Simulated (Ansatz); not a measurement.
**Al₂ (triplet): from Hartree-Fock to the top rungs at distance Al1–Al2 = 8.404 Å, cc-pVDZ**

Aim: climb from Hartree-Fock through coupled cluster and multireference methods for Al₂ (triplet) at one geometry and basis, and see what each rung misses.

Program: Ansatz 0.2.0, Gaussian basis. Level of theory: cc-pVDZ, core rule «outside noble gas», up to 10 orbitals frozen. These are calculated values, not measurements.

To be run: UHF; CCSD(T) on ROHF; CCSD(T) on UHF; BCCD(T) on ROHF; CISD; CCSDT(Q) on ROHF; CCSDT(Q) on UHF; CISDTQ; CASSCF and MRCISD+Q, 4 electrons in 4 orbitals; CASSCF and NEVPT2, 4 electrons in 4 orbitals; CASSCF and MRCISD+Q, 6 electrons in 8 orbitals; CASSCF and NEVPT2, 6 electrons in 8 orbitals; Full CI.

22 further runs of the same task are left out: 13 that didn't finish, 9 set aside as unsound or not needed.

## (1) The geometry

The geometry derives from a PBE0/def2-TZVP stationary point (not a proven minimum). One bond is set to the value named and the two fragments are kept rigid.

2 atoms, charge 0, spin multiplicity 3.

Atoms are counted from 1 here; the program's logs count them from 0.

No contacts short enough for the rule that draws bonds.

## (2) UHF

The input, in.yaml:

```yaml
crystal:
  periodic: [false, false, false]
  atoms:
    - {symbol: Al, position_ang: [0.000000, 0.000000, 0.000000]}
    - {symbol: Al, position_ang: [0.000000, 0.000000, 8.404000]}
basis:
  gaussian: {orbitals: cc-pVDZ}
magnetization: {spin_polarized: true, initial_magnetization: 2}
hamiltonian: {xc: hf}
output: {orbitals: {seedname: orbitals}}
```

On the command line:

```sh
$ ansatz run in.yaml --threads 1 --pin off --events-out ev --progress --plain --max-ram 2393MiB
```

The runs that follow: CCSD(T) on ROHF; CCSD(T) on UHF; BCCD(T) on ROHF; CISD; CCSDT(Q) on ROHF; CCSDT(Q) on UHF; CISDTQ; CASSCF and MRCISD+Q, 4 electrons in 4 orbitals; CASSCF and NEVPT2, 4 electrons in 4 orbitals; CASSCF and MRCISD+Q, 6 electrons in 8 orbitals; CASSCF and NEVPT2, 6 electrons in 8 orbitals; Full CI.

Q: Predict the results of all the runs planned. Wanted: FCI from the RHF energy; RMP2 from FCI; UMP2 from FCI; RCCSD from FCI; RCCSD(T) from FCI; UCCSD(T) from FCI; RCCSDT(Q) from FCI; UCCSDT(Q) from FCI; T1 diagnostic.

As calculated:

```
                         quantity                                                                      value
          FCI from the ROHF energy                                                                 -2.8034 eV
                    RMP2 from FCI                                                                 +963.3 meV
                    UMP2 from FCI                                                                 +955.7 meV
                   RCCSD from FCI                                                                  +65.9 meV
                RCCSD(T) from FCI                                                                  +22.0 meV
                UCCSD(T) from FCI                                                                  +20.4 meV
               RCCSDT(Q) from FCI                                                                   +0.8 meV
               UCCSDT(Q) from FCI                                                                   +0.8 meV
levels within 1 kcal/mol (43 meV)  RCCSD(T), UCCSD(T), BCCD(T), RCCSDT, UCCSDT, CISDTQ, RCCSDT(Q), UCCSDT(Q)
                    T1 diagnostic                                                                      0.027
   effectively unpaired electrons                                                                       2.42
```

What this shows: RCCSD(T) lands +22.0 meV from the yardstick (0.8 % of the correlation energy). The occupations show some static correlation. These misses are within one basis, not against nature; the frozen cores of restricted and unrestricted runs differ, which can shift their rows.

Levels on UHF freeze UHF's core orbitals, full CI those of ROHF, so the U rows can settle a little off it for that reason alone.

With open shells the CI space here admits some triples and quadruples, so it is larger than plain CISD.
